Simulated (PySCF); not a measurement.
Magnetisability: `c1cpc[p-]1`, [C3H3P2]-, charge -1

Geometry (Å), atoms numbered from 1 in this order:
```xyz
8

C    -0.8156    0.7224    0.3173
C    -0.9934   -0.5190   -0.2827
P     0.4577   -1.4500   -0.6407
C     1.5391   -0.2382   -0.0043
P     0.8405    1.2205    0.6494
H    -1.6674    1.3663    0.5747
H    -1.9929   -0.9057   -0.5228
H     2.6254   -0.3894   -0.0130
```

Total charge -1.

Level of theory: GIAO B3LYP/6-311+G(2d,p) magnetisability, rotational g tensor and spin-rotation constants, non-relativistic, gas phase (PySCF 2.14.0). Geometry: PBE0-D3(BJ)/def2-SVP.

For an ion the centre-of-mass motion in the field is neglected.

**Question.** What are the magnetisability and the molar susceptibility?

**Answer.** Isotropic -1180 × 10⁻³⁰ J/T², or -71.0 × 10⁻⁶ cm³/mol; principal values -1987, -870, -681 × 10⁻³⁰ J/T², anisotropy 1223 × 10⁻³⁰ J/T² (root of half the summed squared differences of the principal values). The susceptibility is in cgs units.

**Question.** Split it along the inertial axes a, b, c into diamagnetic and paramagnetic parts about the centre of mass, with the quadrupole moment.

**Answer.** 
```csv
axis,χ (10⁻⁶ cm³/mol),diamagnetic (10⁻⁶ cm³/mol),paramagnetic (10⁻⁶ cm³/mol),summed x² of all electrons (Å²),quadrupole Θ (D Å)
a,-52.4,-286.1,233.7,89.6,-12.47
b,-41.0,-428.4,387.4,56.1,+9.55
c,-119.7,-618.0,498.4,11.4,+2.92
```
Anisotropies 2χaa − χbb − χcc = +55.9 and 2χbb − χaa − χcc = +90.1 × 10⁻⁶ cm³/mol. Θ is traceless in Buckingham's convention.

**Question.** And the rotational g tensor?

**Answer.** 
```
axis  rotational constant (GHz)        g  nuclear part  electronic part
   a                     6.6035  -0.1246        0.6004          -0.7250
   b                     3.2955  -0.0999        0.4999          -0.5998
   c                     2.1984  +0.0186        0.5333          -0.5147
```
Asymmetric top; isotopes 12C, 1H, 31P; no vibrational averaging.
